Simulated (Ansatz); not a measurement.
**CH₆AlCl: a reaction path by the nudged elastic band**

Aim: the minimum-energy path between two given structures and its highest point. Both ends were relaxed at PBE0-D4 in triple zeta. A second band with other settings follows.

The runs use Ansatz 0.2.0, Gaussian basis; PBE0-D4/def2-SVP.

22 further runs of the same task are left out: 22 set aside as unsound or not needed.

## 1. The system as given

The first end: 9 atoms, charge 0, spin multiplicity 1.

Atoms are counted from 1 here; the program's logs count them from 0.

Bond lengths: Al1–C2 1.966 Å, Al1–H3 1.592 Å, Al1–H4 1.592 Å, Al1–Cl6 2.664 Å, C2–H7 1.095 Å, C2–H8 1.095 Å, C2–H9 1.096 Å, H5–Cl6 1.284 Å. Angles: C2–Al1–H3 119.5°, C2–Al1–H4 119.6°, C2–Al1–Cl6 92.7°, H3–Al1–H4 118.8°, H3–Al1–Cl6 95.8°, H4–Al1–Cl6 95.8°, Al1–C2–H7 112.7°, Al1–C2–H8 112.7°, Al1–C2–H9 109.9°, H7–C2–H8 108.6°, H7–C2–H9 106.2°, H8–C2–H9 106.3°, Al1–Cl6–H5 91.6°.

Geometry (Å):

```
Al   -0.8867    0.6446   -0.0229
C     1.0628    0.4286   -0.1525
H    -1.7580    0.7227   -1.3531
H    -1.5336    1.1309    1.3481
H    -0.0147   -2.1927    0.3267
Cl   -1.2744   -1.9562    0.4032
H     1.3619   -0.2221   -0.9807
H     1.5081    0.0443    0.7709
H     1.5348    1.3998   -0.3397
```

The second end:

```
Al   -1.5139    0.1892    0.1547
C     1.2866   -0.0297   -0.1247
H    -1.7242    0.9490   -1.2111
H    -1.2344    0.8917    1.5370
H     0.7221   -0.8822    0.2663
Cl   -1.9977   -1.8639    0.1869
H     2.0606   -0.4260   -0.7812
H     1.7268    0.5226    0.7025
H     0.6742    0.6491   -0.7304
```

## 2. The band at PBE0-D4/def2-SVP

neb/in.yaml

```yaml
crystal:
  periodic: [false, false, false]
  atoms:
    - {symbol: Al, position_ang: [-0.886748, 0.644625, -0.022904]}
    - {symbol: C, position_ang: [1.062769, 0.428554, -0.152529]}
    - {symbol: H, position_ang: [-1.757974, 0.722688, -1.353114]}
    - {symbol: H, position_ang: [-1.533645, 1.130859, 1.348095]}
    - {symbol: H, position_ang: [-0.014662, -2.192690, 0.326710]}
    - {symbol: Cl, position_ang: [-1.274410, -1.956151, 0.403224]}
    - {symbol: H, position_ang: [1.361917, -0.222086, -0.980743]}
    - {symbol: H, position_ang: [1.508059, 0.044280, 0.770909]}
    - {symbol: H, position_ang: [1.534793, 1.399821, -0.339748]}
basis:
  gaussian: {orbitals: def2-SVP}
hamiltonian: {xc: pbe0, dispersion: d4}
neb:
  images: 5
  climbing: true
  max_iterations: 40
  initial_path: idpp
  final_atoms:
    - {symbol: Al, position_ang: [-1.513884, 0.189247, 0.154722]}
    - {symbol: C, position_ang: [1.286556, -0.029694, -0.124725]}
    - {symbol: H, position_ang: [-1.724222, 0.948997, -1.211119]}
    - {symbol: H, position_ang: [-1.234437, 0.891711, 1.536968]}
    - {symbol: H, position_ang: [0.722100, -0.882185, 0.266291]}
    - {symbol: Cl, position_ang: [-1.997658, -1.863896, 0.186882]}
    - {symbol: H, position_ang: [2.060590, -0.426026, -0.781197]}
    - {symbol: H, position_ang: [1.726811, 0.522619, 0.702458]}
    - {symbol: H, position_ang: [0.674246, 0.649127, -0.730378]}
```

On the command line:

```bash
$ ansatz run in.yaml --threads 2 --pin off --events-out ev --progress --plain --max-ram 4352MiB
```

Output:

```text
Functional definition: PBE0
  name "PBE0"
  cite "Adamo & Barone, J. Chem. Phys. 110, 6158 (1999) doi:10.1063/1.478522"
  cite "Perdew, Burke & Ernzerhof, Phys. Rev. Lett. 77, 3865 (1996) doi:10.1103/PhysRevLett.77.3865"
  parent pbe
  parameter a = 0.25
  parameter kappa = 0.804
  parameter beta = 0.06672455060314922
  exchange = (1 - a)*pbe_x(kappa = kappa, mu = beta*pi^2/3) + a*exact_x
  correlation = pbe_c(beta = beta)
834 factors; integrals over basis functions are off by at most 4.1e-4 eV
mean field evaluation 1: about -20233.8293 eV, gradient 4.4e1 eV
mean field evaluation 2: about -20232.0468 eV, gradient 4.8e1 eV
mean field evaluation 4: about -20238.7292 eV, gradient 7.6e-1 eV
mean field evaluation 8: about -20238.7428 eV, gradient 1.0e-2 eV
mean field -20238.74279340 eV, -743.7600793447 hartree, gradient 3.8e-5 eV, S^2 0.000000; 0 other end points of the search recorded, 0 dependent functions left out
the calculation of the forces begins
reference -20238.74282148 eV, -743.7600803769 hartree; 21, 21 occupied and 59, 59 virtual orbitals, 834 factors
[... from here to the last solve, the lines of the solves are left out (85 solves) ...]
WARN: NEB end point (image 0): max|allowed force component| = 2.642e-1 eV/Å (the criterion of neb.relax_end_points is 1.000e-2). That is over neb.f_tol: it is no minimum, so the barrier can be far off. Relax it first
WARN: NEB end point (image 6): max|allowed force component| = 2.461e-1 eV/Å (the criterion of neb.relax_end_points is 1.000e-2). That is over neb.f_tol: it is no minimum, so the barrier can be far off. Relax it first
NEB iter   1: max|band force component| = 3.106e0 eV/Å  barrier→ = 2.1332 eV  barrier← = 3.7646 eV  Δτ_max = 0.2000 Å  (172 SCF iters)
NEB iter   2: max|band force component| = 2.352e0 eV/Å  barrier→ = 1.0280 eV  barrier← = 2.6594 eV  Δτ_max = 0.2000 Å  (138 SCF iters)
NEB iter   3: max|band force component| = 3.088e0 eV/Å  barrier→ = 0.4126 eV  barrier← = 2.0440 eV  Δτ_max = 0.1028 Å  (136 SCF iters)
NEB iter   4: max|band force component| = 1.204e0 eV/Å  barrier→ = 0.2714 eV  barrier← = 1.9028 eV  Δτ_max = 0.2000 Å  (134 SCF iters)
NEB iter   5: max|band force component| = 1.089e0 eV/Å  barrier→ = 0.1882 eV  barrier← = 1.8196 eV  Δτ_max = 0.2000 Å  (134 SCF iters)
NEB iter   6: max|band force component| = 1.005e0 eV/Å  barrier→ = 0.1661 eV  barrier← = 1.7975 eV  Δτ_max = 0.1541 Å  (134 SCF iters)
NEB iter   7: max|band force component| = 9.276e-1 eV/Å  barrier→ = 0.1699 eV  barrier← = 1.8013 eV  Δτ_max = 0.0453 Å  (134 SCF iters)
NEB iter   8: max|band force component| = 1.759e-1 eV/Å  barrier→ = 0.1608 eV  barrier← = 1.7922 eV  CI = image 2  Δτ_max = 0.0380 Å  (135 SCF iters)
NEB iter   9: max|band force component| = 1.255e-1 eV/Å  barrier→ = 0.1615 eV  barrier← = 1.7929 eV  CI = image 2  Δτ_max = 0.0146 Å  (129 SCF iters)
834 factors; integrals over basis functions are off by at most 1.0e-3 eV
mean field -20240.38554865 eV, -743.8204494868 hartree, gradient 1.1e-6 eV, S^2 0.000000; 0 other end points of the search recorded, 0 dependent functions left out
the calculation of the forces begins
reference -20240.38557773 eV, -743.8204505556 hartree; 21, 21 occupied and 59, 59 virtual orbitals, 834 factors
NEB iter  10: max|band force component| = 3.939e-2 eV/Å  barrier→ = 0.1609 eV  barrier← = 1.7923 eV  CI = image 2  CI's point: of a kind that is not told: the force calls were inconclusive, a negative curvature could not be distinguished from the path's own, the only one lies far off the path, or fixed occupations may fill a level only in part  Δτ_max = 0.0000 Å  (804 SCF iters)
Total energy: -20238.71037463 eV, -743.7588879771 hartree
Atom 0 at    -0.948238     0.576369     0.058619 Å, force    -0.006265    -0.012573     0.003357 eV/Å
Atom 1 at     1.014477     0.065293    -0.099560 Å, force     0.013818     0.016220    -0.004094 eV/Å
Atom 2 at    -1.640114     0.944846    -1.318889 Å, force    -0.004611    -0.002225    -0.001445 eV/Å
Atom 3 at    -1.338291     1.201004     1.461927 Å, force     0.000313    -0.002209     0.000804 eV/Å
Atom 4 at    -0.086124    -1.223882     0.079986 Å, force    -0.001238     0.000369    -0.005446 eV/Å
Atom 5 at    -1.297855    -1.896086     0.294259 Å, force    -0.007768     0.006524     0.001156 eV/Å
Atom 6 at     1.407174    -0.615833    -0.873808 Å, force    -0.001711    -0.004042     0.003364 eV/Å
Atom 7 at     1.552258    -0.120363     0.843043 Å, force     0.000747    -0.001592     0.003726 eV/Å
Atom 8 at     1.336811     1.068553    -0.445678 Å, force     0.006715    -0.000471    -0.001421 eV/Å
Dipole moment:     0.334654    -0.066298    -0.039795 e Å
```

Run time: 1.9 min. Hardware: 2 threads of Arm Neoverse V1, shared host.

The last band:

```
image  path (Å)  energy (kJ/mol)  Al1–Cl6 (Å)  C2–H5 (Å)  Al1–C2 (Å)  H5–Cl6 (Å)
    0      0.00              0.0         2.66       2.87        1.97        1.28
    1      0.63              4.8         2.66       2.26        1.98        1.30
    2      1.26             15.5         2.51       1.70        2.03        1.40
    3      1.84            -69.3         2.28       1.22        2.24        1.88
    4      2.42           -148.4         2.15       1.11        2.57        2.33
    5      3.01           -158.4         2.13       1.10        2.75        2.75
    6      3.59           -157.4         2.11       1.09        2.82        2.89
```

The highest image, 2:

```
Al   -0.94824    0.57637    0.05862
C     1.01448    0.06529   -0.09956
H    -1.64011    0.94485   -1.31889
H    -1.33829    1.20100    1.46193
H    -0.08612   -1.22388    0.07999
Cl   -1.29785   -1.89609    0.29426
H     1.40717   -0.61583   -0.87381
H     1.55226   -0.12036    0.84304
H     1.33681    1.06855   -0.44568
```

## 3. The band at PBE0-D4/def2-SVP, other settings

neb/in.yaml: that of step 2 with these lines changed.

```diff
@@ -19,3 +19,3 @@
   max_iterations: 40
-  initial_path: idpp
+  initial_path: linear
   final_atoms:
```

On the command line:

```bash
$ ansatz run in.yaml --threads 2 --pin off --events-out ev --progress --plain --max-ram 4352MiB
```

Output:

```text
[... 10 set-up lines as earlier in the session ...]
834 factors; integrals over basis functions are off by at most 4.1e-4 eV
mean field evaluation 1: about -20233.8293 eV, gradient 4.4e1 eV
mean field evaluation 2: about -20232.0468 eV, gradient 4.8e1 eV
mean field evaluation 4: about -20238.7292 eV, gradient 7.6e-1 eV
mean field evaluation 8: about -20238.7428 eV, gradient 1.0e-2 eV
mean field -20238.74279340 eV, -743.7600793447 hartree, gradient 3.8e-5 eV, S^2 0.000000; 0 other end points of the search recorded, 0 dependent functions left out
the calculation of the forces begins
reference -20238.74282148 eV, -743.7600803769 hartree; 21, 21 occupied and 59, 59 virtual orbitals, 834 factors
[... from here to the last solve, the lines of the solves are left out (85 solves) ...]
WARN: NEB end point (image 0): max|allowed force component| = 2.642e-1 eV/Å (the criterion of neb.relax_end_points is 1.000e-2). That is over neb.f_tol: it is no minimum, so the barrier can be far off. Relax it first
WARN: NEB end point (image 6): max|allowed force component| = 2.461e-1 eV/Å (the criterion of neb.relax_end_points is 1.000e-2). That is over neb.f_tol: it is no minimum, so the barrier can be far off. Relax it first
NEB iter   1: max|band force component| = 9.408e0 eV/Å  barrier→ = 3.0959 eV  barrier← = 4.7273 eV  Δτ_max = 0.2000 Å  (172 SCF iters)
NEB iter   2: max|band force component| = 3.055e0 eV/Å  barrier→ = 0.9171 eV  barrier← = 2.5485 eV  Δτ_max = 0.2000 Å  (135 SCF iters)
NEB iter   3: max|band force component| = 2.095e0 eV/Å  barrier→ = 0.4482 eV  barrier← = 2.0796 eV  Δτ_max = 0.2000 Å  (135 SCF iters)
NEB iter   4: max|band force component| = 1.421e0 eV/Å  barrier→ = 0.1941 eV  barrier← = 1.8255 eV  Δτ_max = 0.2000 Å  (133 SCF iters)
NEB iter   5: max|band force component| = 9.321e-1 eV/Å  barrier→ = 0.1580 eV  barrier← = 1.7894 eV  Δτ_max = 0.2000 Å  (135 SCF iters)
NEB iter   6: max|band force component| = 7.803e-1 eV/Å  barrier→ = 0.1606 eV  barrier← = 1.7920 eV  Δτ_max = 0.0697 Å  (134 SCF iters)
NEB iter   7: max|band force component| = 2.669e-1 eV/Å  barrier→ = 0.1575 eV  barrier← = 1.7889 eV  CI = image 2  Δτ_max = 0.0482 Å  (129 SCF iters)
NEB iter   8: max|band force component| = 1.879e-1 eV/Å  barrier→ = 0.1613 eV  barrier← = 1.7927 eV  CI = image 2  Δτ_max = 0.0186 Å  (128 SCF iters)
NEB iter   9: max|band force component| = 1.119e-1 eV/Å  barrier→ = 0.1608 eV  barrier← = 1.7922 eV  CI = image 2  Δτ_max = 0.0196 Å  (108 SCF iters)
834 factors; integrals over basis functions are off by at most 1.0e-3 eV
mean field -20240.38561424 eV, -743.8204518971 hartree, gradient 1.0e-6 eV, S^2 0.000000; 0 other end points of the search recorded, 0 dependent functions left out
the calculation of the forces begins
reference -20240.38564332 eV, -743.8204529657 hartree; 21, 21 occupied and 59, 59 virtual orbitals, 834 factors
NEB iter  10: max|band force component| = 1.601e-2 eV/Å  barrier→ = 0.1607 eV  barrier← = 1.7920 eV  CI = image 2  CI's point: of a kind that is not told: the force calls were inconclusive, a negative curvature could not be distinguished from the path's own, the only one lies far off the path, or fixed occupations may fill a level only in part  Δτ_max = 0.0000 Å  (798 SCF iters)
Total energy: -20238.71061440 eV, -743.7588967885 hartree
Atom 0 at    -0.950322     0.574201     0.054394 Å, force     0.005468    -0.003846     0.003722 eV/Å
Atom 1 at     1.016680     0.070397    -0.095805 Å, force    -0.010398     0.012068    -0.000152 eV/Å
Atom 2 at    -1.642703     0.933642    -1.325318 Å, force    -0.001973     0.000728    -0.001764 eV/Å
Atom 3 at    -1.347074     1.200095     1.455195 Å, force     0.000029     0.001473     0.000996 eV/Å
Atom 4 at    -0.084181    -1.223376     0.078938 Å, force    -0.001945    -0.008330    -0.003114 eV/Å
Atom 5 at    -1.295175    -1.896185     0.294667 Å, force     0.003670     0.005666    -0.000691 eV/Å
Atom 6 at     1.414147    -0.629912    -0.850448 Å, force     0.003652    -0.002108     0.000164 eV/Å
Atom 7 at     1.548586    -0.093565     0.854136 Å, force    -0.000120    -0.000493     0.002577 eV/Å
Atom 8 at     1.340141     1.064603    -0.465858 Å, force     0.001616    -0.005157    -0.001737 eV/Å
Dipole moment:     0.334915    -0.068693    -0.039569 e Å
```

Run time: 1.9 min. Hardware: 2 threads of Arm Neoverse V1, shared host.

The last band:

```
image  path (Å)  energy (kJ/mol)  Al1–Cl6 (Å)  C2–H5 (Å)  Al1–C2 (Å)  H5–Cl6 (Å)
    0      0.00              0.0         2.66       2.87        1.97        1.28
    1      0.63              4.7         2.66       2.27        1.98        1.30
    2      1.27             15.5         2.51       1.71        2.04        1.40
    3      1.85            -67.6         2.28       1.22        2.24        1.87
    4      2.43           -147.8         2.15       1.11        2.57        2.33
    5      3.01           -158.4         2.13       1.10        2.75        2.74
    6      3.58           -157.4         2.11       1.09        2.82        2.89
```

The highest image, 2:

```
Al   -0.9503    0.5742    0.0544
C     1.0167    0.0704   -0.0958
H    -1.6427    0.9336   -1.3253
H    -1.3471    1.2001    1.4552
H    -0.0842   -1.2234    0.0789
Cl   -1.2952   -1.8962    0.2947
H     1.4141   -0.6299   -0.8504
H     1.5486   -0.0936    0.8541
H     1.3401    1.0646   -0.4659
```

## 4. Outcome

```
                                                                       quantity                                                  value
                                                PBE0-D4/def2-SVP, 10 iterations  highest 15.5 kJ/mol (image 2), last end -157.4 kJ/mol
                                                PBE0-D4/def2-SVP, 10 iterations  highest 15.5 kJ/mol (image 2), last end -157.4 kJ/mol
from earlier runs: barrier over the separately found saddle, CCSD(T)/def2-TZVPP                                            32.8 kJ/mol
```

What this shows: The highest image lies 15.5 kJ/mol above the first end, and it climbed, so it estimates the saddle. The ends are not quite minima at this level (largest force component 0.26 eV/Å), so the heights are unreliable: relaxing the first end would lower it and raise the barrier above it. The highest image is 17.3 kJ/mol below the CCSD(T) barrier in triple zeta, which comes from separate runs on the saddle. The second band's highest image lies at 15.5 kJ/mol, at the same level with other band settings.
